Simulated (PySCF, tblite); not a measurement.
# CHFO₂, a solvent cluster: NMR shifts, interaction energy, infrared bands, spin-spin couplings and core binding energies

The task here is to estimate one member of a computed series from the others.

Computed with tblite 0.8.0 and PySCF 2.14.0; each step states its level. No surroundings beyond the atoms listed, unless a continuum is named. Atoms count from 0, parts from 1.

## The system as given

5 atoms, charge 0, multiplicity 1; geometry: rigid parts in contact. Parts: 1 = atoms 0–2, `O=C=O`, charge 0; 2 = atoms 3–4, `F`, charge 0.

The first run:

What the job is given:

```
{"job": {"kind": "dock", "xc": "GFN2-xTB", "basis": "xTB"}, "charge": 0, "multiplicity": 1, "parts": [{"atoms": "0-2", "charge": 0, "multiplicity": 1}, {"atoms": "3-4", "charge": 0, "multiplicity": 1}]}
O      1.140450     0.084820    -0.008750
C      0.000013    -0.000008    -0.000000
O     -1.140464    -0.084812     0.008750
F      1.242875     2.506510    -0.901599
H      2.049643     2.051057    -0.796013
```

With the program's defaults for keys left out, this is: GFN2-xTB search for minima from random contacts, gas phase.

Started as:

```sh
> OMP_NUM_THREADS=1 python cluster_run.py task.json out
```

One launch serves the whole session: the jobs run in the order shown.

Steps of the session up to this table: Search for minima with GFN2-xTB; Optimising the geometry at PBE0-D3(BJ)/def2-TZVPD; Shielding tensors: PBE0/pcSseg-2; Coupled-cluster interaction energy: CCSD(T) and MP2.

One table of the session follows, with a row left open; its other results are not shown here.

It belongs to the step «Coupled-cluster interaction energy: CCSD(T) and MP2». 

| method | interaction energy (kcal/mol) |
| --- | --- |
| HF/aug-cc-pVDZ | -2.20 |
| MP2/aug-cc-pVDZ | -2.53 |
| CCSD/aug-cc-pVDZ | ? |
| CCSD(T)/aug-cc-pVDZ | -2.61 |
| HF/aug-cc-pVQZ | -2.30 |
| MP2/aug-cc-pVQZ | -2.82 |
| SCS-MP2/aug-cc-pVQZ | -2.55 |
| MP2, extrapolated | -2.87 |
| CCSD(T), limit estimate | -2.95 |

Estimate the missing values for CCSD/aug-cc-pVDZ.

The run gave: interaction energy (kcal/mol): -2.51. In the column «interaction energy (kcal/mol)» it lies between MP2/aug-cc-pVDZ (-2.53) and HF/aug-cc-pVQZ (-2.30).
